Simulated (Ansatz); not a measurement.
For rock-salt PbSe, PBE-D4 (PAW; Ansatz, an electronic-structure program) gives:

equilibrium lattice constant a: 6.134 Å
formation enthalpy: -0.562 eV/atom

What does r²SCAN+rVV10 in Ansatz (plane waves, PAW) give for the same quantities?


- lattice constant a: 6.141 Å (rises by 0.1 %)
- formation enthalpy: -0.668 eV/atom (moves by -0.106 eV/atom)

For comparison: lattice constant a 6.105 Å (measured, 120 K, no zero-point or thermal correction; as tabulated in Noda, Masumoto, Ohba, Saito, Toriumi, Iwata, Shibuya, Acta Cryst. C 43, 1443 …); formation enthalpy -0.518 ± 0.01 eV/atom (measured, 298 K, copied from a table, unchecked, not corrected to a static lattice, our sources range from -0.533 to -0.518; as tabulated in Wang et al. (2021), doi:10.1038/s41598-021-94550-5).

Changes are worked out from the printed values.

Unless a cell is named, each level is at its own relaxed cell (PBE-D4 28.85, r²SCAN+rVV10 28.95 Å³/atom).

Levels without +SOC leave out spin–orbit coupling, which shifts energies and cells of such heavy elements.

Caveats: a distance lies near a switch of the dispersion term, which can move the cell (PBE-D4). Ansatz's density-functional and Hartree–Fock values are scalar-relativistic unless marked +SOC, with PAW data made under PBE.
